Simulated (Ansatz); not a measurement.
[BH2···H···NH], triplet along the distance B1-H4

Starting geometry:

```yaml
atoms:
  - { symbol: B, position_ang: [-1.4864, 0.0351, 0.0000] }
  - { symbol: H, position_ang: [-2.0832, 1.0687, 0.0000] }
  - { symbol: H, position_ang: [-2.0832, -0.9985, 0.0000] }
  - { symbol: H, position_ang: [-0.2930, 0.0351, 0.0000] }
  - { symbol: N, position_ang: [1.3516, 0.0351, 0.0000] }
  - { symbol: H, position_ang: [1.6206, -0.9691, 0.0000] }
```

From there H4 is moved from one fragment to the other while all else, the fragments' distance too, stays fixed, so the hump isn't the reaction's barrier; atoms are numbered as listed. Energies are in kJ/mol, counted from the starting geometry at the same level.

Basis cc-pVDZ; Ansatz 0.2.0. Correlated methods freeze the noble-gas cores. Prefix R: restricted or restricted open-shell reference; prefix U: unrestricted.

For open shells CISD is restricted-active-space CI with the open shells as a complete middle space.

Full CI isn't at hand for all of this; UCCSDT(Q) serves as the reference, and is uncertain by about the last step of the cluster series. The frozen core follows each run's orbitals, which can shift R against U totals by a few meV.

```
distance B1-H4 (Å)  UCCSDT(Q)  error UMP2  error CISD  error UCCSD  error BCCD(T)  error RCCSDT  error UCCSDT
             1.110        6.2        -1.3        -2.3         -0.9           -0.2           0.0           0.0
             1.194        0.0         0.0         0.0          0.0            0.0           0.0           0.0
             1.280       10.1         1.8         3.3          1.2            0.2           0.1           0.1
             1.366       27.8         3.9         7.7          2.6            0.5           0.2           0.2
             1.453       44.9         5.9        13.0          4.1            0.9           0.3           0.3
             1.539       54.2         5.6        14.9          5.0            1.0           0.5           0.5
             1.625       53.0         1.3        13.7          4.8            1.0           0.5           0.5
             1.712       45.8        -4.1         9.7          3.7            0.7           0.4           0.4
             1.798       43.8        -8.0         5.3          2.4            0.4           0.3           0.3
```

Errors are those of relative energies. In total energy the starting point itself misses UCCSDT(Q) by: UMP2 127.2, CISD 60.0, UCCSD 12.9, BCCD(T) 2.7, RCCSDT 0.6, UCCSDT 0.5 kJ/mol.

Spread of the error over the points with a reference, to 1.798 Å (largest less smallest): UCCSDT 0.5, RCCSDT 0.5, BCCD(T) 1.2, UCCSD 5.9, UMP2 14.0, CISD 17.3 kJ/mol.
